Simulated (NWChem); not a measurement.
## Basis-set convergence for CS

SMILES: [C-]#[S+]
```xyz
2

C      0.0000     0.0000     1.1296
S      0.0000     0.0000    -0.4236
```
Charge 0, spin multiplicity 1.

Everything below was run with NWChem. All single points use one geometry, from PBE/def2-SVP, a minimum by its harmonic frequencies.

Quantity: LUMO energy at the level PBE0.

The Pople sets run with spherical d functions. The structure started from a generated list of species.

```json
[
 {"basis": "STO-3G", "functions": "14", "LUMO energy (eV)": "1.94"},
 {"basis": "6-31G*", "functions": "32", "LUMO energy (eV)": "-2.10"},
 {"basis": "cc-pVDZ", "functions": "32", "LUMO energy (eV)": "-2.16"},
 {"basis": "6-31+G*", "functions": "40", "LUMO energy (eV)": "-2.39"},
 {"basis": "6-311G**", "functions": "44", "LUMO energy (eV)": "-2.27"},
 {"basis": "def2-SVPD", "functions": "47", "LUMO energy (eV)": "-2.50"},
 {"basis": "6-311++G**", "functions": "52", "LUMO energy (eV)": "-2.40"},
 {"basis": "pcseg-2", "functions": "64", "LUMO energy (eV)": "-2.41"},
 {"basis": "def2-TZVPP", "functions": "73", "LUMO energy (eV)": "-2.41"},
 {"basis": "def2-TZVPD", "functions": "83", "LUMO energy (eV)": "-2.46"}
]
```

Smallest basis within 0.1 eV of def2-TZVPD, the largest set run: 6-31+G*, with 40 functions against 83 (also within reach: def2-SVPD, 6-311++G**, pcseg-2, def2-TZVPP). def2-TZVPD isn't the basis-set limit itself, and a small set can land close by cancellation.
